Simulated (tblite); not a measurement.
Species: C4H4N2.
Bonds: C1–C2 (aromatic), C2–N3 (aromatic), N3–C4 (aromatic), C4–C5 (aromatic), C5–N6 (aromatic), C1–N6 (aromatic). Hydrogens: H7 on C1; H8 on C2; H9 on C4; H10 on C5.

The geometry is computed with GFN2-xTB (gas phase).

Question: List the bond lengths and angles at this level.

Answer: 
| bond | length (pm) |
| --- | --- |
| C1–C2, C4–C5 | 138.9 |
| C1–N6 and 3 like bonds | 132.4 |
| C1–H7 and 3 like bonds | 108.1 |

Bonds in one row agree within 1 pm and their mean is given. A selection of angles:
| angle | degrees |
| --- | --- |
| C2–C1–N6 | 121.5 |
| C2–C1–H7 | 122.2 |
| N6–C1–H7 | 116.4 |
| C2–N3–C4 | 117.0 |

All 4 C–N bonds measure 1.324 Å. The 6-membered ring C1–C2–N3–C4–C5–N6 has internal angles of 117.0° to 121.5°; it is planar, 0.00 Å rms from its mean plane, widest ring torsion 0°. The 6 heavy atoms lie in one plane (0.001 Å rms).

Point group: D2h (every atom within 0.08 Å of its image). Its GFN2-xTB frequencies are all real (lowest 241 cm⁻¹).

Time: 0.11 s wall. Hardware: Intel Xeon at 2.50 GHz, one thread, shared host with 64 logical CPUs at a one-minute load of 49. That covers the optimisation of the geometry.
